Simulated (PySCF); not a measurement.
Computed with PySCF and rigid-rotor harmonic-oscillator thermochemistry at 1 bar. Table values come from the NASA 1993 polynomials. 6-31G* has spherical d functions here. Open shells (unrestricted): CH₂ (multiplicity 3). The harmonic model lacks anharmonicity and excited electronic states, which grow with temperature; levels with a mode under 35 cm⁻¹ are left out. The table's entry may be an old estimate for CH₂ (not checked at source).

Harmonic frequencies at HF/6-31G* (cm⁻¹): 1239, 3323, 3524. Point group C2v; S°(298 K) = 195.5 J/mol/K at this level.

**Question.** Work out Cp and S° of gaseous CH₂ at 500, 800, 1200, 1600, 2000 K from these, and set them beside the table.

**Answer.** 
```
T (K)  Cp HF/6-31G*  Cp table  S° HF/6-31G*  S° table
-----  ------------  --------  ------------  --------
500            36.5      38.0         213.6     213.2
800            40.2      42.4         231.6     232.1
1200           45.0      48.1         248.8     250.4
1600           48.7      52.0         262.3     264.8
2000           51.3      54.5         273.5     276.7
```
Units J/mol/K.
